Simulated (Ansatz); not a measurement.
Ansatz (a quantum-chemistry and plane-wave program) input:

Ansatz 0.2 input:
```yaml
crystal:
  periodic: [false, false, false]
  atoms:
    - {symbol: C, position_ang: [-0.09630746, -0.00702376, 0.22364722]}
    - {symbol: Cl, position_ang: [-0.29259817, 1.45176430, -0.61571131]}
    - {symbol: Cl, position_ang: [-0.26009976, -1.45625660, -0.63911224]}
    - {symbol: H, position_ang: [0.60369716, -0.00576996, 1.04180659]}
basis:
  gaussian:
    orbitals: def2-TZVP
hamiltonian:
  xc: b3lyp
  dispersion: d3bj
magnetization: {spin_polarized: true, initial_magnetization: 1}
relax: {f_tol: 0.002, max_steps: 150}
```

Problem. Which total energy does the run end on?

Solution. -959.12187 Eh (B3LYP-D3(BJ)/def2-TZVP). The basis has 111 functions.

It need not be the lowest isomer of its formula.
